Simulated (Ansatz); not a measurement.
# C₃H₄F₂O: up Jacob's ladder to CCSD(T)

Aim: compute C₃H₄F₂O with functionals from several rungs and with coupled cluster. The yardstick is the atomisation energy at the CCSD(T) limit.

Program: Ansatz 0.2.0, Gaussian basis. Level of theory: functionals in def2-TZVPP, the program's frozen cores in correlated methods. These are calculated values, not measurements.

Levels to be run: PBE-D4, r2SCAN-D4, PBE0-D4, B3LYP-D4, ωB97X-V, ωB97M-V, B2PLYP; CCSD(T)/def2-TZVPP; MP2/def2-QZVPP; extrapolation to the limit.

## 1. The relaxed structure

All runs share one geometry, relaxed beforehand with PBE0-D4 in a triple-zeta def2 set.

SMILES `FC(F)C1CO1`, 10 atoms, charge 0, spin multiplicity 1.

Atoms are counted from 1 here; the program's logs count them from 0.

Bond lengths: F1–C2 1.358 Å, C2–F3 1.351 Å, C2–C4 1.503 Å, C2–H7 1.095 Å, C4–C5 1.456 Å, C4–O6 1.408 Å, C4–H8 1.089 Å, C5–O6 1.421 Å, C5–H9 1.086 Å, C5–H10 1.085 Å. Angles: F1–C2–F3 107.9°, F1–C2–C4 108.7°, F1–C2–H7 108.2°, F3–C2–C4 111.4°, F3–C2–H7 107.9°, C4–C2–H7 112.6°, C2–C4–C5 121.6°, C2–C4–O6 115.7°, C2–C4–H8 113.3°, C5–C4–O6 59.5°, C5–C4–H8 119.8°, O6–C4–H8 115.8°, C4–C5–O6 58.6°, C4–C5–H9 118.8°, C4–C5–H10 119.3°, O6–C5–H9 115.2°, O6–C5–H10 115.2°, H9–C5–H10 116.5° and more.

## 2. PBE-D4 (GGA)

Contents of in.yaml:

```yaml
crystal:
  periodic: [false, false, false]
  atoms:
    - {symbol: F, position_ang: [-0.814937, -0.894457, 1.793557]}
    - {symbol: C, position_ang: [-0.934302, 0.048794, 0.823853]}
    - {symbol: F, position_ang: [-0.468527, 1.216246, 1.319544]}
    - {symbol: C, position_ang: [-0.144048, -0.392078, -0.375942]}
    - {symbol: C, position_ang: [1.151552, 0.191888, -0.694346]}
    - {symbol: O, position_ang: [-0.021234, 0.557298, -1.409031]}
    - {symbol: H, position_ang: [-1.998898, 0.178823, 0.601240]}
    - {symbol: H, position_ang: [-0.371834, -1.408849, -0.691246]}
    - {symbol: H, position_ang: [1.869028, -0.401393, -1.253973]}
    - {symbol: H, position_ang: [1.558500, 0.964228, -0.050355]}
basis:
  gaussian: {orbitals: def2-TZVPP}
hamiltonian: {xc: pbe, dispersion: d4}
output: {forces: true, orbitals: {seedname: orbitals}}
```

Command:

```console
$ ansatz run in.yaml --threads 4 --pin off --events-out ev --progress --plain --max-ram 10444MiB
```

Further steps of the session: r2SCAN-D4 (meta-GGA); PBE0-D4 (hybrid); B3LYP-D4 (hybrid); ωB97X-V (range-separated); ωB97M-V (range-separated); B2PLYP (double hybrid); CCSD(T) in def2-TZVPP; MP2 in def2-QZVPP.

Before running them: what should the planned runs give, taken together? Wanted: atomisation energy, CCSD(T)/CBS; farthest; mean size of error, hybrid; mean size of error, range-separated; gap, smallest and largest; T1 diagnostic; triples share of the correlation energy.

As calculated:

| quantity | value |
| --- | --- |
| atomisation energy, CCSD(T)/CBS | 4058.0 kJ/mol |
| functionals within 20.3 kJ/mol (0.5 %) | B3LYP-D4 |
| farthest | PBE-D4 (+171.7 kJ/mol) |
| mean size of error, hybrid | 27.2 kJ/mol |
| mean size of error, range-separated | 22.0 kJ/mol |
| gap, smallest and largest | 7.16 eV (PBE-D4), 14.41 eV (ωB97X-V) |
| T1 diagnostic | 0.0117 |
| triples share of the correlation energy | 3.6 % |

In words: PBE-D4 misses by +171.7 kJ/mol. Double hybrids carry the basis error of their MP2 part in triple zeta, and no dispersion term here, so their miss is partly the set-up's. Misses under about 20.3 kJ/mol are within the doubt on the reference itself, which lacks core-valence correlation, relativity and higher excitations. Hartree-Fock recovers 69 % of the binding; the rest is correlation. Orbital gaps span 7.2 to 14.4 eV; exact exchange widens them.
